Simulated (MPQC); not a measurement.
# CH2BN (SMILES BC#N) at 6 levels

We compute a comparison of 6 runs (HF/STO-3G, HF/3-21G, HF/def2-SVP, HF/6-31+G*, B3LYP/6-31G**, PBE0/def2-SVP) of CH2BN. 

The results are computed with MPQC 2.3.1.

2 further runs of the same task are left out: 2 set aside as unsound or not needed.

## (1) The system as given

CH2BN has 5 atoms, charge 0, and is taken as a singlet. As SMILES, `BC#N`. The coordinates come from a PBE0-D4/def2-TZVP relaxation.

Bond lengths: B1–C2 1.522 Å, C2–N3 1.154 Å, B1–H4 1.189 Å, B1–H5 1.189 Å. Angles: B1–C2–N3 180.0°, C2–B1–H4 118.9°, C2–B1–H5 118.9°, H4–B1–H5 122.2°.

## (2) Energy and gradient at HF/STO-3G (run 1)

Input file input.in:

```
% emacs should use -*- KeyVal -*- mode
molecule<Molecule>: (
    symmetry = c1
    unit = angstrom
    { atoms geometry } = {
        B  [ -0.219200       0.441300      -0.341900 ]
        C  [ 0.352700      -0.696700       0.490700 ]
        N  [ 0.786500      -1.559600       1.122200 ]
        H  [ -0.744300       0.187400      -1.377600 ]
        H  [ -0.125900       1.554000       0.065300 ]
    }
)
basis<GaussianBasisSet>: (
    name = "STO-3G"
    molecule = $:molecule
    basisdir = "."
    puream = yes
)
mpqc: (
    checkpoint = no
    savestate = no
    restart = no
    do_energy = yes
    do_gradient = yes
    optimize = no
    mole<CLHF>: (
        molecule = $:molecule
        basis = $:basis
        total_charge = 0
        memory = 1000000000
        print_evals = yes
        print_npa = yes
        maxiter = 120
        value_accuracy = 1e-08
        guess_wavefunction<ExtendedHuckelWfn>: (
            molecule = $:molecule
            total_charge = 0
            multiplicity = 1
            basis<GaussianBasisSet>: (
                name = "STO-3G"
                molecule = $:molecule
            )
        )
    )
)
```

The basis set STO-3G is read from a file made from the Basis Set Exchange's data (not shown).

Run with:

```sh
$ mpqc input.in > input.out
```

Output:

```text
MPQC: Massively Parallel Quantum Chemistry
[...]
  CLSCF::init: total charge = 0
[...]
  nbasis = 17
[...]
  iter     1 energy =  -99.5452763113 delta = 4.13039e-01
[...]
  LUMO is    11   A =   0.156807
  total scf energy = -116.6419692545
[...]
Value of the MolecularEnergy: -116.6419692545
  Gradient of the MolecularEnergy:
      1    0.0073257977
      2   -0.0144568980
      3    0.0106627783
      4    0.0050694909
      5   -0.0101224605
      6    0.0073848653
      7   -0.0070321288
      8    0.0140019598
      9   -0.0102383775
     10   -0.0075708498
     11   -0.0054990820
     12   -0.0153091118
[...]
      symmetry = c1
[...]
```

Wall time 0.26 s (1 thread of Intel Xeon Platinum 8488C (Sapphire Rapids), shared host).

## (3) Energy and gradient at HF/3-21G (run 2)

Changes to input.in since step 2:

```diff
@@ -1,2 +1 @@
-% emacs should use -*- KeyVal -*- mode
 molecule<Molecule>: (
@@ -13,3 +12,3 @@
 basis<GaussianBasisSet>: (
-    name = "STO-3G"
+    name = "3-21G"
     molecule = $:molecule
@@ -34,6 +33,7 @@
         value_accuracy = 1e-08
-        guess_wavefunction<ExtendedHuckelWfn>: (
+        guess_wavefunction<CLHF>: (
             molecule = $:molecule
             total_charge = 0
-            multiplicity = 1
+            memory = 1000000000
+            value_accuracy = 1e-3
             basis<GaussianBasisSet>: (
```

The basis set 3-21G is read from a file made from the Basis Set Exchange's data (not shown).

Run with:

```sh
$ mpqc input.in > input.out
```

Output:

```text
MPQC: Massively Parallel Quantum Chemistry
[...]
  LUMO is    11   A =   0.026739
  total scf energy = -117.4803548833
[...]
Value of the MolecularEnergy: -117.4803548833
  Gradient of the MolecularEnergy:
      1    0.0029735790
      2   -0.0058211589
      3    0.0043262223
      4   -0.0122198973
      5    0.0242719062
      6   -0.0177837961
      7    0.0100497548
      8   -0.0199768565
      9    0.0146281897
     10   -0.0015710930
     11   -0.0018078853
     12   -0.0033110143
[...]
      symmetry = c1
[...]
```

It took 0.66 s on 1 thread of Intel Xeon Platinum 8488C (Sapphire Rapids), shared host.

Run 3 isn't shown in full; the table further down has it.

## (4) Energy and forces at HF/6-31+G(d) (spherical functions) (run 4)

Input file job.in:

```
% emacs should use -*- KeyVal -*- mode
molecule<Molecule>: (
  symmetry = c1
  unit = bohr
  { atoms geometry } = {
    B  [ -0.41422797     0.83393614    -0.64609736 ]
    C  [ 0.66650640    -1.31657219     0.92728861 ]
    N  [ 1.48626960    -2.94721686     2.12065066 ]
    H  [ -1.40652315     0.35413468    -2.60328671 ]
    H  [ -0.23791652     2.93663440     0.12339912 ]
  }
)
basis<GaussianBasisSet>: (
  name = "6-31+G*"
  molecule = $:molecule
  basisdir = "."
  puream = yes
)
mpqc: (
  checkpoint = no
  savestate = no
  restart = no
  do_energy = yes
  do_gradient = yes
  optimize = no
  mole<CLHF>: (
    molecule = $:molecule
    basis = $:basis
    total_charge = 0
    memory = 1000000000
    print_evals = yes
    print_npa = yes
    maxiter = 120
    value_accuracy = 1e-08
    guess_wavefunction<CLHF>: (
      molecule = $:molecule
      total_charge = 0
      memory = 1000000000
      value_accuracy = 1e-3
      basis<GaussianBasisSet>: (
        name = "STO-2G"
        molecule = $:molecule
      )
    )
  )
)
```

The basis set 6-31+G* is read from a file made from the Basis Set Exchange's data (not shown).

Run with:

```sh
$ mpqc job.in > job.out
```

Output:

```text
MPQC: Massively Parallel Quantum Chemistry
[...]
  LUMO is    11   A =   0.007217
  total scf energy = -118.1471121009
[...]
Value of the MolecularEnergy: -118.1471121009
  Gradient of the MolecularEnergy:
      1    0.0071154744
      2   -0.0140643021
      3    0.0103570824
      4   -0.0199019229
      5    0.0395597116
      6   -0.0289688828
      7    0.0142764562
      8   -0.0283871576
      9    0.0207820371
     10   -0.0018271155
     11   -0.0009324008
     12   -0.0036072524
[...]
      symmetry = c1
[...]
```

Wall time 6.3 s (1 thread of Intel Xeon Platinum 8488C (Sapphire Rapids), shared host); peak memory 0.24 GiB.

Run 5 isn't shown in full; the table further down has it.

## (5) Energy and gradient at PBE0/def2-SVP (run 6)

Input file run.in:

```
molecule<Molecule>: (
    symmetry = c1
    unit = angstrom
    { atoms geometry } = {
        B  [ -0.219200 0.441300 -0.341900 ]
        C  [ 0.352700 -0.696700 0.490700 ]
        N  [ 0.786500 -1.559600 1.122200 ]
        H  [ -0.744300 0.187400 -1.377600 ]
        H  [ -0.125900 1.554000 0.065300 ]
    }
)
basis<GaussianBasisSet>: (
    name = "def2-SVP"
    molecule = $:molecule
    basisdir = "."
    puream = yes
)
mpqc: (
    checkpoint = no
    savestate = no
    restart = no
    do_energy = yes
    do_gradient = yes
    optimize = no
    mole<CLKS>: (
        molecule = $:molecule
        basis = $:basis
        total_charge = 0
        memory = 1000000000
        print_evals = yes
        print_npa = yes
        maxiter = 120
        value_accuracy = 1e-08
        functional<SumDenFunctional>: (
            a0 = 0.25
            coefs = [ 0.75 1 ]
            funcs: [ <PBEXFunctional>: () <PBECFunctional>: () ]
        )
        integrator<RadialAngularIntegrator>: ( grid = xfine )
        guess_wavefunction<CLHF>: (
            molecule = $:molecule
            total_charge = 0
            memory = 1000000000
            value_accuracy = 1e-3
            basis<GaussianBasisSet>: (
                name = "MINI (Huzinaga)"
                molecule = $:molecule
            )
        )
    )
)
```

The basis set def2-SVP is read from a file made from the Basis Set Exchange's data (not shown).

Run with:

```sh
$ mpqc run.in > run.out
```

Output:

```text
MPQC: Massively Parallel Quantum Chemistry
[...]
  Integrated electron density error = -0.000012508696
  iter     1 energy = -118.3115085148 delta = 1.15868e-01
  Integrated electron density error = 0.000027661161
  iter     2 energy = -118.5826851920 delta = 3.46795e-02
[...]
  Integrated electron density error = 0.000000091605
  iter    11 energy = -118.6227965086 delta = 7.07524e-08
  Integrated electron density error = 0.000000091605
  iter    12 energy = -118.6227965086 delta = 3.70203e-08
  Integrated electron density error = 0.000000091605
  iter    13 energy = -118.6227965086 delta = 1.28258e-08
[...]
  LUMO is    11   A =  -0.119997
  total scf energy = -118.6227965086
[...]
  Integrated electron density error = 0.000000086604
  Total Gradient:
[...]
Value of the MolecularEnergy: -118.6227965086
  Gradient of the MolecularEnergy:
      1   -0.0006967526
      2    0.0014752886
      3   -0.0010130502
      4    0.0057188107
      5   -0.0114018684
      6    0.0083290597
      7   -0.0076619816
      8    0.0152487437
      9   -0.0111554156
     10    0.0030063975
     11    0.0010806934
     12    0.0058577678
[...]
        symmetry = c1
[...]
```

Wall time 16 s (1 thread of Intel Xeon Platinum 8488C (Sapphire Rapids), shared host); peak memory 0.13 GiB.

## (6) Overview of the runs

| run | level | starting guess | integration grid | energy (Eh) | HOMO energy (eV) | LUMO energy (eV) | HOMO–LUMO gap (eV) | wall time |
| --- | --- | --- | --- | --- | --- | --- | --- | --- |
| 1 | HF/STO-3G | huckel STO-3G | – | -116.641969 | -11.26 | 4.27 | 15.52 | 0.26 s |
| 2 | HF/3-21G | STO-3G | – | -117.480355 | -12.80 | 0.73 | 13.52 | 0.66 s |
| 3 | HF/def2-SVP | MINI (Huzinaga) | – | -118.048850 | -12.92 | 0.50 | 13.42 | 2.3 s |
| 4 | HF/6-31+G* (spherical functions) | STO-2G | – | -118.147112 | -12.93 | 0.20 | 13.13 | 6.3 s |
| 5 | B3LYP/6-31G** (spherical functions) | MINI (Huzinaga) | xfine | -118.874434 | -9.25 | -3.26 | 5.99 | 14 s |
| 6 | PBE0/def2-SVP | MINI (Huzinaga) | xfine | -118.622797 | -9.68 | -3.27 | 6.42 | 16 s |

## (7) Summary of results

```
                       quantity          value
            run 6: total energy  -118.62280 Eh
             run 6: HOMO energy       -9.68 eV
             run 6: LUMO energy       -3.27 eV
           run 6: HOMO–LUMO gap        6.42 eV
run 6: largest force on an atom     1.048 eV/Å
```

In words: The HOMO–LUMO gap runs from 5.99 eV (B3LYP/6-31G**) to 15.52 eV (HF/STO-3G). The two ends differ in method and basis. Totals of different functionals can't be ranked against each other. In run 1 the basis is minimal, so the values are rough. All runs together took 40 s, the longest 16 s.
